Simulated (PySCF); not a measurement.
**Excitation energies in several basis sets**

Species: BH2Cl.
Z-matrix (Å and degrees, PBE0-D3(BJ)/def2-SVP geometry), rows numbered from 1:
```
B 
Cl  1  1.7381
H   1  1.2032  2  118.21
H   1  1.2037  2  118.23  3  -179.99
```

TDDFT with PBE0 (PySCF), vertical singlets, core orbitals frozen in the response, spherical d and f functions. Geometry: PBE0-D3(BJ)/def2-SVP; no solvent, vibrations or thermal averaging.

```csv
basis,functions,diffuse,S1 (eV),S2 (eV),S3 (eV),S4 (eV),S5 (eV),LUMO (eV),α (au)
6-31G*,36,no,5.09,7.53,7.71,7.74,9.76,-1.63,21.6
def2-SVP,42,no,4.99,7.51,7.64,7.66,9.84,-1.69,21.7
6-31+G*,44,yes,5.01,7.40,7.64,7.67,7.96,-1.85,24.3
def2-SVPD,63,yes,4.96,7.39,7.61,7.61,8.17,-1.91,29.8
aug-cc-pVDZ,68,yes,4.95,7.34,7.58,7.60,7.84,-1.88,29.6
def2-TZVP,80,no,4.96,7.34,7.56,7.61,8.96,-1.83,26.6
def2-TZVPD,101,yes,4.95,7.30,7.54,7.59,7.86,-1.88,30.2
aug-cc-pVTZ,142,yes,4.96,7.31,7.55,7.60,7.78,-1.88,30.1
```

Problem. Compare the sets with the largest diffuse one.

Solution. States are compared by their number. Against the largest diffuse basis here (aug-cc-pVTZ, itself not a converged limit), sets without diffuse functions differ by up to 0.13 eV in S1 and 2.06 eV in S5; the smaller diffuse sets differ by up to 0.06 and 0.39 eV. State by state, the largest deviation of a set without diffuse functions is S1 0.13, S2 0.22, S3 0.16, S4 0.14, S5 2.06 eV. The same number needn't mean the same state in each row. Against aug-cc-pVTZ the polarisability deviates by -28% in 6-31G*, -28% in def2-SVP, -19% in 6-31+G*, -1% in def2-SVPD, -2% in aug-cc-pVDZ, -12% in def2-TZVP, 0% in def2-TZVPD. A single + in a Pople set puts diffuse functions on heavy atoms only.
